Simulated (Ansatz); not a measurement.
Relaxation of BClH₄S (7 atoms, charge 0, multiplicity 1), to a largest force component of 0.03 eV/Å in at most 50 steps.

Method: Ansatz 0.2.0, RKS BLYP/def2-SVP.

```xyz
7
Properties=species:S:1:pos:R:3
B 0.061 -0.489 -0.352
Cl -0.146 0.202 2.625
H 1.063 0.179 -0.405
H -1.051 -0.076 -0.555
S 0.353 -2.303 -0.053
H -0.948 -2.726 -0.090
H 0.150 -1.034 2.205
```

Problem. Where does it end, and by what steps?

Solution. The run converged. After 7 steps the energy has fallen by 0.087 eV; Cl2 moved furthest, 0.48 Å.

```tsv
step	energy less start (eV)	largest force component (eV/Å)	accepted
0	0.0000	0.884	yes
1	-0.0468	0.686	yes
2	-0.0545	0.880	yes
3	-0.0742	0.597	yes
4	-0.0845	0.160	yes
5	-0.0871	0.043	yes
6	-0.0869	0.058	no
7	-0.0872	0.018	yes
```

```xyz
7
Properties=species:S:1:pos:R:3
B 0.074 -0.528 -0.540
Cl -0.166 0.086 3.093
H 1.071 0.146 -0.627
H -1.033 -0.116 -0.779
S 0.347 -2.235 -0.047
H -0.947 -2.676 -0.051
H 0.137 -0.926 2.324
```

Whether the end is a true minimum wasn't checked by a vibrational analysis.

The run took 8.1 s on 2 threads of Arm Neoverse V1 (shared host), peak memory 0.14 GiB.
